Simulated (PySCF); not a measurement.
# Energy of Be (beryllium, neutral) between two integer charges

The 2s beta orbital of [He] 2s2 is emptied in steps (occupation f), with all orbitals relaxed, ending at [He] 2s1. Calculation: PySCF 2.14, in def2-SVP (3s2p, 9 functions); no relativity, point nucleus. The exact energy is a straight line in f; departures are measured from the line between the end points of the same method.

```
  f  UHF (eV)  LDA (eV)  PBE (eV)  PBE0 (eV)  LC-wPBE (eV)  BHandHLYP (eV)  HSE06 (eV)
  1     0.000     0.000     0.000      0.000         0.000           0.000       0.000
0.8     0.050    -0.548    -0.544     -0.399        -0.028          -0.286      -0.462
0.6     0.069    -0.822    -0.814     -0.597        -0.046          -0.436      -0.692
0.4     0.063    -0.818    -0.806     -0.591        -0.053          -0.445      -0.687
0.2     0.039    -0.540    -0.524     -0.385        -0.042          -0.303      -0.447
  0     0.000     0.000     0.000      0.000         0.000           0.000       0.000
```

Task: For PBE, how does the orbital energy at f = 1 compare with the removal energy?

Result: −ε = 5.571 eV against a total-energy difference of 8.972 eV. By Janak's theorem ε = ∂E/∂f, so the gap between them reflects the curvature. Along the path −ε is 6.934 (f = 0.8), 8.319 (f = 0.6), 9.702 (f = 0.4), 11.050 (f = 0.2) eV.

| method | E(f=0) − E(f=1) (eV) | −ε at f=1 (eV) | −ε at f=0.4 (eV) |
| --- | --- | --- | --- |
| UHF | 7.968 | 8.311 | 7.890 |
| LDA | 8.962 | 5.546 | 9.672 |
| PBE | 8.972 | 5.571 | 9.702 |
| PBE0 | 8.935 | 6.439 | 9.467 |
| LC-wPBE | 8.996 | 8.840 | 9.000 |
| BHandHLYP | 8.924 | 7.165 | 9.248 |
| HSE06 | 8.930 | 6.039 | 9.545 |

As f goes to zero the orbital energy of a semilocal functional can turn back, because the density of that orbital vanishes from the exchange-correlation potential.

Reference removal energy between the ground levels: 9.323 eV (measured; NIST Atomic Spectra Database, ionization energies). UHF lacks correlation.
